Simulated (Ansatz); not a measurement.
# LiMgH (triplet): wave-function methods side by side at scale of all distances = 2.443, cc-pVTZ

How much of the correlation energy of LiMgH (triplet) does each wave-function method recover here?

Program: Ansatz 0.2.0, Gaussian basis. Level of theory: cc-pVTZ, core rule «outside noble gas», up to 6 orbitals frozen. These are calculated values, not measurements.

To be run: UHF; CCSD(T) on ROHF; CCSD(T) on UHF; BCCD(T) on ROHF; CCSDT(Q) on ROHF; CCSDT(Q) on UHF; Full CI.

28 further runs of the same task are left out: 16 for a known fault of the program, 10 that didn't finish, 2 set aside as unsound or not needed. Runs told in other sessions of the task aren't counted.

## Step 1: The system

The geometry derives from a PBE0/def2-TZVP stationary point (not a proven minimum). All distances are scaled together.

3 atoms, charge 0, spin multiplicity 3.

Atoms are counted from 1 here; the program's logs count them from 0.

No contacts short enough for the rule that draws bonds.

## Step 2: UHF

Input file in.yaml:

```yaml
crystal:
  periodic: [false, false, false]
  atoms:
    - {symbol: Li, position_ang: [0.000000, -0.335418, 5.339510]}
    - {symbol: Mg, position_ang: [0.000000, -0.008554, -1.608859]}
    - {symbol: H, position_ang: [0.000000, 2.516062, 2.025688]}
basis:
  gaussian: {orbitals: cc-pVTZ}
magnetization: {spin_polarized: true, initial_magnetization: 2}
hamiltonian: {xc: hf}
output: {orbitals: {seedname: orbitals}}
```

Launch:

```bash
> ansatz run in.yaml --threads 1 --pin off --events-out ev --progress --plain --max-ram 2393MiB
```

After this run come: CCSD(T) on ROHF; CCSD(T) on UHF; BCCD(T) on ROHF; CCSDT(Q) on ROHF; CCSDT(Q) on UHF; Full CI.

Q: Predict the results of all the runs planned. Wanted: FCI from the RHF energy; RMP2 from FCI; UMP2 from FCI; RCCSD from FCI; RCCSD(T) from FCI; UCCSD(T) from FCI; RCCSDT(Q) from FCI; UCCSDT(Q) from FCI; T1 diagnostic.

The runs gave:

```
                         quantity                                                                            value
          FCI from the ROHF energy                                                                       -0.9331 eV
                    RMP2 from FCI                                                                       +282.3 meV
                    UMP2 from FCI                                                                       +282.6 meV
                   RCCSD from FCI                                                                         +1.7 meV
                RCCSD(T) from FCI                                                                         +0.6 meV
                UCCSD(T) from FCI                                                                          0.0 meV
               RCCSDT(Q) from FCI                                                                          0.0 meV
               UCCSDT(Q) from FCI                                                                         -0.6 meV
levels within 1 kcal/mol (43 meV)  RCCSD, UCCSD, RCCSD(T), UCCSD(T), BCCD(T), RCCSDT, UCCSDT, RCCSDT(Q), UCCSDT(Q)
                    T1 diagnostic                                                                            0.011
   effectively unpaired electrons                                                                             2.09
```

In words: RCCSD(T) lands +0.6 meV from the yardstick (0.1 % of the correlation energy). One determinant dominates. These misses are within one basis, not against nature; the frozen cores of restricted and unrestricted runs differ, which can shift their rows.

Levels on UHF freeze UHF's core orbitals, full CI those of ROHF, so the U rows can settle a little off it for that reason alone.
